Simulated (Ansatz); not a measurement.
Reaction (SMILES): CCl (CH3-Cl) → C atom + Cl atom + 3 H atom
B3LYP-D3(BJ)/def2-TZVP geometries, fixed; electronic energies without zero-point terms.
Largest species:
```
C
H 1 1.0858
H 1 1.0858 2 110.57
H 1 1.0858 2 110.57 3 -122.80
Cl 1 1.7944 2 108.35 3 118.60
```

How fast the atomisation energy converges with the basis for several methods (Ansatz, a program for electronic structure): deviation from each method's own reference, in kcal/mol. References: B2PLYP 393.90 kcal/mol, the value in pcseg-4; B3LYP 393.17 kcal/mol, the value in pcseg-4; CCSD(T) 395.25 kcal/mol, Hartree-Fock in aug-cc-pV(Q+d)Z plus the correlation part extrapolated as X^-3 from aug-cc-pV(T+d)Z and aug-cc-pV(Q+d)Z; HF 297.07 kcal/mol, the value in pcseg-4; MP2 399.06 kcal/mol, Hartree-Fock in aug-cc-pV(Q+d)Z plus the correlation part extrapolated as X^-3 from aug-cc-pV(T+d)Z and aug-cc-pV(Q+d)Z; PBE 400.10 kcal/mol, the value in pcseg-4. Cartesian d functions, on some or all atoms, in 6-31G*, 6-311G**, 6-311+G**; all else is spherical. In correlated methods cores are frozen. Open shells are unrestricted. No added dispersion term, no relativity. 

```tsv
basis	functions	B2PLYP	B3LYP	CCSD(T)	HF	MP2	PBE
def2-SV(P)	38	-17.60	-6.93	-41.67	-6.15	-43.60	-5.90
6-31G*	40	-12.02	-0.90	-36.46	-2.49	-38.66	0.37
pcseg-1	47	-12.57	-6.63	-25.79	-3.76	-28.29	-6.13
6-311G**	63	-8.80	-2.80	-22.01	-2.59	-24.66	-2.10
6-311+G**	71	-9.16	-3.49	-21.87	-2.72	-24.55	-2.95
def2-SVPD	71	-5.85	-0.68	-17.64	1.17	-19.64	0.47
def2-TZVP	86	-5.08	-1.25	-14.56	-1.46	-15.62	-0.71
6-311++G(2d,2p)	92	-5.68	-1.09	-17.76	-0.86	-18.32	-0.62
def2-TZVPP	115	-2.79	-0.44	-9.03	-0.76	-9.65	0.02
def2-TZVPPD	139	-2.31	-0.17	-8.13	-0.47	-8.74	0.28
cc-pV(Q+d)Z	209	-0.88	0.00	-3.81	-0.40	-4.19	0.26
def2-QZVPPD	241	-0.88	-0.23	-3.57	-0.33	-3.93	-0.16
```

Mean absolute deviation over 6-311G**, 6-311+G**, def2-TZVP, 6-311++G(2d,2p), def2-TZVPP, def2-TZVPPD: PBE 1.11, HF 1.48, B3LYP 1.54, B2PLYP 5.64, CCSD(T) 15.56, MP2 16.92 kcal/mol.
